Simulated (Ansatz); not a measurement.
Ideal-gas functions of `C/C=C/F` at 500 K and 1 bar, from an Ansatz frequency run at PBE0-D4/def2-TZVP.

Molar mass 60.07 g/mol, point group Cs (symmetry number 1), electronic degeneracy 1, moments of inertia 11.56, 129.359, 137.803 u Å². Harmonic wavenumbers (cm⁻¹, unscaled): 216, 290, 291, 541, 832, 934, 950, 1065, 1136, 1178, 1286, 1340, 1413, 1471, 1487, 1768, 3042, 3099, 3127, 3183, 3201.

Use S(trans) = R[1.5 ln M + 2.5 ln T − 1.1517]; rotational temperatures θ = 24.2544 K / I; S(rot) = R[ln(√π/σ · √(T³/θAθBθC)) + 1.5]; for each mode x = 1.438777 ν̃/T, S = R[x/(eˣ − 1) − ln(1 − e⁻ˣ)] and H = RT x/(eˣ − 1); 1 cm⁻¹ = 0.0119627 kJ/mol; R = 8.31446 J/(mol·K).

Problem. By hand: the entropy, in J/(mol·K).

Solution. Translation 170.7. Rotation: θ = 2.0981, 0.1875, 0.176 K, giving 105.8. Vibration, mode by mode: 12.40, 10.06, 10.03, 5.43, 2.79, 2.22, 2.14, 1.64, 1.40, 1.27, 0.99, 0.87, 0.73, 0.64, 0.62, 0.31, 0.01, 0.01, 0.01, 0.01, 0.01, in all 53.6. Electronic 0.0. Sum 330.1 J/(mol·K).

Problem. By hand: H − E and G − E in kJ/mol, counted from the electronic energy.

Solution. Zero-point energy ½ × 31850 × 0.0119627 = 190.5; thermal vibration 16.0; translation, rotation and pV give 4 RT = 16.6. H − E = 223.1 kJ/mol, and G − E = 223.1 − 500 × 330.1/1000 = 58.1 kJ/mol.

Vibration gives 16 % of the entropy.
